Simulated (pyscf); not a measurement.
Thermochemistry of product channels of H₂Al–Cl (SMILES [AlH2][Cl]) + HF (SMILES F) on the singlet surface, in kJ/mol, from ωB97M-D3(BJ)/def2-TZVP energies (ideal gas, 1 atm, RRHO with modes under 100 cm⁻¹ raised to 100, one conformer, R ln 2 for rigid chiral ones). PySCF, gas phase, ωB97X-D3(BJ)/def2-SVP geometries.

```
products                                                     ΔE  ΔH(298 K)  ΔG(900 K)  ΔG(1200 K)
---------------------------------------------------  ----------  ---------  ---------  ----------
HCl (SMILES Cl) + F–AlH₂ (SMILES [F][AlH2])          (withheld)      -29.2      -29.6       -29.5
F–Cl (SMILES FCl) + AlH₃ (SMILES [AlH3])             (withheld)     +447.7     +449.8      +450.6
F–AlH–Cl (SMILES [F][AlH][Cl]) + H₂ (SMILES [H][H])  (withheld)     -176.5     -166.6      -164.6
```

Task: Fill in the missing entries.

Result: 
- HCl (SMILES Cl) + F–AlH₂ (SMILES [F][AlH2]), ΔE: -24.6
- F–Cl (SMILES FCl) + AlH₃ (SMILES [AlH3]), ΔE: +458.1
- F–AlH–Cl (SMILES [F][AlH][Cl]) + H₂ (SMILES [H][H]), ΔE: -169.7

These are energies of the channels, which say nothing of barriers.
